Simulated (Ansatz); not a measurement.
**C3H6O: up Jacob's ladder to CCSD(T)**

How much do the methods differ for C3H6O? The plan is to run it at one geometry with functionals of several rungs and with coupled cluster, and see how far each lands from CCSD(T) at the basis-set limit for the atomisation energy.

Computed with Ansatz 0.2.0, Gaussian basis. Level: functionals in def2-TZVPP, the program's frozen cores in correlated methods.

Levels to be run: LDA (SPW92), PBE-D4, revPBE-D4, BLYP-D4, r2SCAN-D4, B97M-V, PBE0-D4, B3LYP-D4, r2SCANh-D4, r2SCAN0-D4, HSE06-D4, BHLYP-D4, CAM-B3LYP-D4, LC-ωPBE, ωB97X-V, ωB97M-V, B2PLYP, PBE-QIDH; CCSD(T)/def2-SVP; CCSD(T)/def2-TZVPP; MP2/def2-QZVPP; extrapolation to the limit; RPA on PBE.

## 1. The relaxed structure

An earlier PBE0-D4 in a triple-zeta def2 set relaxation fixed the geometry.

SMILES `C/C=C/O`, 10 atoms, charge 0, spin multiplicity 1.

Atoms are counted from 1 here; the program's logs count them from 0.

Bond lengths: C1–C2 1.491 Å, C1–H5 1.095 Å, C1–H6 1.092 Å, C1–H7 1.095 Å, C2–C3 1.328 Å, C2–H8 1.090 Å, C3–O4 1.355 Å, C3–H9 1.085 Å, O4–H10 0.963 Å. Angles: C2–C1–H5 111.6°, C2–C1–H6 111.1°, C2–C1–H7 111.6°, H5–C1–H6 107.7°, H5–C1–H7 106.9°, H6–C1–H7 107.7°, C1–C2–C3 123.6°, C1–C2–H8 117.5°, C3–C2–H8 118.9°, C2–C3–O4 127.0°, C2–C3–H9 122.1°, O4–C3–H9 110.9°, C3–O4–H10 109.0°.

## 2. LDA

This LDA is Slater exchange with PW92 correlation.

The input, in.yaml:

```yaml
crystal:
  periodic: [false, false, false]
  atoms:
    - {symbol: C, position_ang: [-1.115280, 0.857642, 0.199716]}
    - {symbol: C, position_ang: [0.115121, 0.190969, -0.315533]}
    - {symbol: C, position_ang: [0.672588, -0.868112, 0.259180]}
    - {symbol: O, position_ang: [1.785594, -1.524953, -0.148795]}
    - {symbol: H, position_ang: [-1.920764, 0.846539, -0.541506]}
    - {symbol: H, position_ang: [-1.484717, 0.359505, 1.098864]}
    - {symbol: H, position_ang: [-0.930462, 1.906588, 0.452554]}
    - {symbol: H, position_ang: [0.572707, 0.604223, -1.213886]}
    - {symbol: H, position_ang: [0.260671, -1.323023, 1.154475]}
    - {symbol: H, position_ang: [2.127641, -1.100678, -0.942269]}
basis:
  gaussian: {orbitals: def2-TZVPP}
hamiltonian: {xc: lda}
output: {orbitals: {seedname: orbitals}}
```

Launch:

```
$ ansatz run in.yaml --threads 2 --pin off --events-out ev --progress --plain --max-ram 4352MiB
```

Further steps of the session: PBE-D4 (GGA); revPBE-D4 (GGA); BLYP-D4 (GGA); r2SCAN-D4 (meta-GGA); B97M-V (meta-GGA); B3LYP-D4 (hybrid); r2SCANh-D4 (hybrid); r2SCAN0-D4 (hybrid); HSE06-D4 (hybrid); BHLYP-D4 (hybrid); CAM-B3LYP-D4 (range-separated); LC-ωPBE (range-separated); ωB97X-V (range-separated); ωB97M-V (range-separated); B2PLYP (double hybrid); PBE-QIDH (double hybrid); CCSD(T) in def2-SVP; CCSD(T) in def2-TZVPP; MP2 in def2-QZVPP; RPA on PBE orbitals.

Before running them: what should the planned runs give, taken together? Wanted: atomisation energy, CCSD(T)/CBS; farthest beyond LDA; mean size of error, GGA; mean size of error, meta-GGA; mean size of error, hybrid; mean size of error, range-separated; mean size of error, double hybrid; gap, smallest and largest; T1 diagnostic.

The runs gave:

| quantity | value |
| --- | --- |
| atomisation energy, CCSD(T)/CBS | 4028.0 kJ/mol |
| functionals within 20.1 kJ/mol (0.5 %) | revPBE-D4, BLYP-D4, r2SCAN-D4, B97M-V, B3LYP-D4, r2SCANh-D4, LC-ωPBE, ωB97X-V, ωB97M-V, PBE-QIDH |
| farthest beyond LDA | BHLYP-D4 (-123.6 kJ/mol) |
| mean size of error, GGA | 40.2 kJ/mol |
| mean size of error, meta-GGA | 9.5 kJ/mol |
| mean size of error, hybrid | 41.0 kJ/mol |
| mean size of error, range-separated | 9.1 kJ/mol |
| mean size of error, double hybrid | 23.5 kJ/mol |
| gap, smallest and largest | 5.11 eV (LDA (SPW92)), 12.41 eV (LC-ωPBE) |
| T1 diagnostic | 0.0113 |
| triples share of the correlation energy | 3.9 % |

**Reading.** LDA overbinds by 608.1 kJ/mol (15 %). PBE-D4 is off by +108.2 kJ/mol. Double hybrids carry the basis error of their MP2 part in triple zeta, and no dispersion term here, so their miss is partly the set-up's. The rungs range-separated, meta-GGA miss on average by less than the doubt on the reference (20.1 kJ/mol), so they tie. The reference freezes the cores and leaves out relativity and excitations past (T), so misses under about 20.1 kJ/mol can't be ranked. Hartree-Fock recovers 73 % of the binding; the rest is correlation. CCSD(T) in def2-SVP is off by -172.9 kJ/mol, more than most functionals: a good method in a small basis is no reference. Orbital gaps span 5.1 to 12.4 eV; exact exchange widens them.
